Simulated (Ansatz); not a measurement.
This geometry of CH7BS (10 atoms, charge 0, multiplicity 1) is a first-order saddle point.

These are results of Ansatz 0.2.0, RKS PBE/def2-SVP, not measurements.

```xyz
10
Properties=species:S:1:pos:R:3
B 0.014 0.233 0.134
H -0.029 -0.471 1.214
C 1.382 0.055 -0.655
H 1.468 -0.983 -1.041
H 1.422 0.735 -1.533
H 2.286 0.248 -0.039
H -1.081 0.105 -0.384
S -0.189 2.148 0.978
H 1.119 2.314 1.332
H -0.126 0.683 1.516
```

Question: Which two structures does it join? (They come from a converged band through this point; their orientation in space is the band's.)

Answer: Bonds broken: B1–H2, S8–H10. Bonds formed: H2–H10. CH7BS becomes CH5BS + H2.

Initial state:

```xyz
10
Properties=species:S:1:pos:R:3
B 0.153 0.014 0.180
H 0.234 -0.656 1.205
C 1.431 0.015 -0.798
H 1.493 -0.999 -1.251
H 1.369 0.727 -1.648
H 2.403 0.179 -0.284
H -0.947 -0.041 -0.372
S -0.011 1.947 0.866
H 1.040 2.074 1.733
H -0.900 1.806 1.891
```

Final state:

```xyz
10
Properties=species:S:1:pos:R:3
B 0.119 0.848 -0.751
H -0.320 -0.450 3.483
C 1.481 0.111 -0.988
H 1.325 -0.987 -0.904
H 1.812 0.272 -2.038
H 2.309 0.401 -0.309
H -0.860 0.612 -1.436
S -0.207 2.091 0.499
H 1.030 2.139 1.077
H -0.424 0.028 2.888
```

Question: How far does it lie above each of them?

Answer: 0.41 eV above the first and 0.85 eV above the second. This is the barrier of this one path; another mechanism may lie lower. The orbitals stay closed-shell, which can raise the energy where a bond breaks towards radicals; this wasn't checked here.

The run took 3.8 min on 1 thread of Arm Neoverse V2, with other jobs on the host, peak memory 0.12 GiB.
